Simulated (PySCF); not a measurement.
Compound: C3H6OS.
InChI=1S/C3H6OS/c1-4-3-2-5-3/h3H,2H2,1H3/t3-/m1/s1

Torsions of this conformer, `[CH3:1][O:2][C@H:3]1[CH2:4][S:5]1`: C1–O2–C3–C4 -153°.

The closed-shell ground state was solved at several levels (PySCF, density fitting, gas phase, non-relativistic). One conformer (not necessarily the lowest) at the PBE0-D3(BJ)/def2-SVP geometry, without solvent, vibrations or thermal averaging.

```json
{"level": "PBE0/pcSseg-2", "basis functions": "271", "total energy (Eh)": "-591.0422", "HOMO (eV)": "-6.67", "LUMO (eV)": "0.07", "gap (eV)": "6.74", "dipole (D)": "1.67"}
{"level": "PBE0/pcSseg-1", "basis functions": "122", "total energy (Eh)": "-590.9054", "HOMO (eV)": "-6.64", "LUMO (eV)": "0.33", "gap (eV)": "6.97", "dipole (D)": "1.73"}
```

(1) What might wB97X-D/def2-SVPD (158 basis functions) give for the same quantities?

(2) Over all these levels, which gives the widest orbital gap and which the narrowest?

(3) How far do the dipole and the HOMO energy spread over the levels?

Answers

(1) Total energy -590.9898 Eh, HOMO -8.57 eV, LUMO 1.74 eV, gap 10.31 eV, dipole 1.67 D.

(2) wB97X-D/def2-SVPD (range-separated hybrid) has the widest, 10.31 eV, and PBE0/pcSseg-2 (global hybrid, 25 % exact exchange) the narrowest, 6.74 eV. Functional and basis both differ between the two, so the spread mixes both effects.

(3) The dipole runs from 1.67 to 1.73 D (mean 1.69 D) and the HOMO from -8.57 to -6.64 eV.

Note: wB97X-D ran without an empirical dispersion term, which enters the total energy and its gradient alone.
